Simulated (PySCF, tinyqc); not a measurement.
Inside a calculation. Method: CIS and TDHF on RHF in the sto-3g basis, frozen core, for CH2, spin multiplicity 1. The lowest restricted solution is unstable here: a spin-polarised one lies 0.0371 hartree lower (PySCF). One step of it, computed by the program tinyqc.

Task: CIS triplet states. Diagonalise A (1 hartree = 27.211386 eV); each vector has its largest component positive (the first on a tie).

CIS matrix A, triplet (hartree):
```
          2>5        2>6        2>7       3>5        3>6        3>7        4>5        4>6
2>5  0.545174   0.000000   0.000000  0.000000   0.000000   0.000000   0.034771   0.000000
2>6  0.000000   1.079885   0.000000  0.000000   0.000000  -0.113960   0.000000  -0.057482
2>7  0.000000   0.000000   1.145052  0.000000  -0.113960   0.000000   0.000000   0.000000
3>5  0.000000   0.000000   0.000000  0.279109   0.000000   0.000000   0.000000   0.000000
3>6  0.000000   0.000000  -0.113960  0.000000   0.794163   0.000000   0.000000   0.000000
3>7  0.000000  -0.113960   0.000000  0.000000   0.000000   0.822809   0.000000  -0.024957
4>5  0.034771   0.000000   0.000000  0.000000   0.000000   0.000000  -0.064375   0.000000
4>6  0.000000  -0.057482   0.000000  0.000000   0.000000  -0.024957   0.000000   0.609624
4>7  0.000000   0.000000   0.006477  0.000000  -0.024957   0.000000   0.000000   0.000000

           4>7
2>5   0.000000
2>6   0.000000
2>7   0.006477
3>5   0.000000
3>6  -0.024957
3>7   0.000000
4>5   0.000000
4>6   0.000000
4>7   0.570958
```

Give: triplet excitation energies; lowest vectors.

Result:

triplet excitation energies (eV): [-1.8055, 7.5949, 14.8887, 15.4596, 16.2023, 20.7606, 21.4924, 30.6690, 32.0851]

lowest vectors, order 2>5, 2>6, 2>7, 3>5, 3>6, 3>7, 4>5, 4>6, 4>7:
$$\begin{pmatrix}
-0.0568 & 0.0000 & 0.9984 & 0.0000 & 0.0000 & 0.0000 \\
0.0000 & 0.0000 & 0.0000 & 0.0000 & 0.1588 & 0.0000 \\
0.0000 & 0.0000 & 0.0000 & 0.0117 & 0.0000 & 0.2857 \\
0.0000 & 1.0000 & 0.0000 & 0.0000 & 0.0000 & 0.0000 \\
0.0000 & 0.0000 & 0.0000 & 0.1156 & 0.0000 & 0.9515 \\
0.0000 & 0.0000 & 0.0000 & 0.0000 & 0.1860 & 0.0000 \\
0.9984 & 0.0000 & 0.0568 & 0.0000 & 0.0000 & 0.0000 \\
0.0000 & 0.0000 & 0.0000 & 0.0000 & 0.9696 & 0.0000 \\
0.0000 & 0.0000 & 0.0000 & 0.9932 & 0.0000 & -0.1141
\end{pmatrix}$$

A negative triplet energy shows that the restricted solution is unstable towards a spin-polarised one.
